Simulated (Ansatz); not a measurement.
in.yaml

```yaml
crystal:
  periodic: [false, false, false]
  atoms:
    - {symbol: Al, position_ang: [-1.733770, 0.025233, 0.000000]}
    - {symbol: H, position_ang: [-2.526693, 1.398618, 0.000000]}
    - {symbol: H, position_ang: [-2.526694, -1.348151, 0.000000]}
    - {symbol: H, position_ang: [0.318230, 0.025233, 0.000000]}
    - {symbol: Si, position_ang: [1.758230, 0.025233, 0.000000]}
    - {symbol: H, position_ang: [2.154664, -1.454280, 0.000000]}
basis:
  gaussian: {orbitals: cc-pVDZ}
magnetization: {spin_polarized: true, initial_magnetization: 1}
correlation: {method: ccsd_t, electrons: outside_noble_gas}
```

```sh
$ ansatz run in.yaml --threads 1 --pin off --events-out ev --progress --plain --max-ram 2393MiB
```

Task: Roughly how long does this take on 1 thread of Intel Xeon Platinum 8375C, shared host, and how much host memory?

Result: 32 s wall and 0.25 GiB.

```
537 factors; integrals over basis functions are off by at most 1.3e-3 eV
mean field evaluation 1: about -14503.0695 eV, gradient 9.1e0 eV
mean field evaluation 2: about -14503.0716 eV, gradient 9.1e0 eV
mean field evaluation 4: about -14504.1595 eV, gradient 1.1e0 eV
mean field evaluation 8: about -14504.1918 eV, gradient 1.5e-1 eV
mean field evaluation 16: about -14504.1882 eV, gradient 3.1e-2 eV
mean field evaluation 32: about -14504.1573 eV, gradient 1.1e0 eV
mean field evaluation 64: about -14504.1995 eV, gradient 3.0e-4 eV
mean field evaluation 96: about -14503.6181 eV, gradient 2.3e0 eV
mean field evaluation 128: about -14504.1570 eV, gradient 1.1e0 eV
mean field evaluation 160: about -14504.1925 eV, gradient 2.5e-1 eV
...
cycle   3  -5.57822425 eV  change   -1.7e-3 eV  update   2.9e-3
cycle   4  -5.57944434 eV  change   -1.2e-3 eV  update   1.7e-3
cycle   5  -5.58181597 eV  change   -2.4e-3 eV  update   8.7e-4
cycle   6  -5.58382768 eV  change   -2.0e-3 eV  update   4.2e-4
cycle   7  -5.58425088 eV  change   -4.2e-4 eV  update   1.6e-4
cycle   8  -5.58418474 eV  change    6.6e-5 eV  update   8.2e-5
cycle   9  -5.58413807 eV  change    4.7e-5 eV  update   3.3e-5
cycle  10  -5.58414274 eV  change   -4.7e-6 eV  update   1.5e-5
cycle  11  -5.58415575 eV  change   -1.3e-5 eV  update   8.3e-6
cycle  12  -5.58416129 eV  change   -5.5e-6 eV  update   3.7e-6
perturbative correction -0.17366834 eV, -0.0063821936 hartree
Total energy: -14509.95734093 eV, -533.2310970768 hartree
```

For the same geometry and basis RCCSDT(Q) lies 79.2 meV lower.
